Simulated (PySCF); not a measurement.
The dipole of `Cl` (HCl) from its density and from atomic charges.

Coordinates (PBE0-D3(BJ)/def2-SVP, Å) and charges (e) from the PBE0/pcSseg-1 density (PySCF):

| atom | x | y | z | Mulliken | IAO | Hirshfeld | ESP-fitted |
| --- | --- | --- | --- | --- | --- | --- | --- |
| Cl1 | 0.666 | -0.080 | 0.006 | -0.2296 | -0.2126 | -0.1261 | -0.2592 |
| H2 | -0.617 | -0.007 | -0.028 | +0.2296 | +0.2126 | +0.1261 | +0.2592 |

What dipole does each set of charges give (1 e·Å = 4.803 D), and what does the density give?

The full density gives (-1.46, 0.08, -0.04) D, 1.47 D in size; dipole vectors point from the negative to the positive end.

| scheme | μx | μy | μz | size (D) | share of the full size (%) | angle to the full dipole (°) |
| --- | --- | --- | --- | --- | --- | --- |
| Mulliken | -1.41 | 0.08 | -0.04 | 1.42 | 97 | 0 |
| IAO | -1.31 | 0.07 | -0.03 | 1.31 | 90 | 0 |
| Hirshfeld | -0.78 | 0.04 | -0.02 | 0.78 | 53 | 0 |
| ESP-fitted | -1.60 | 0.09 | -0.04 | 1.60 | 109 | 0 |

Which set comes closest?

Length of the difference vector: Mulliken 0.05 D, ESP-fitted 0.13 D, IAO 0.15 D, Hirshfeld 0.69 D. Closest: Mulliken. The schemes that divide the density aren't constrained to reproduce the dipole.

What is left for the Hirshfeld atoms' own dipoles?

The shares of the density sum to the whole, so what Σ q r misses lies in dipoles about the nuclei. The atomic dipoles sum to (-1.46, 0.08, -0.04) − (-0.78, 0.04, -0.02) = (-0.68, 0.04, -0.02) D, 0.69 D in size.

Give the size of the full dipole in other units.

1.47 D = 0.577 au = 0.305 e·Å = 4.89 × 10⁻³⁰ C·m.

Geometry: PBE0-D3(BJ)/def2-SVP; no solvent, vibrations or thermal averaging.
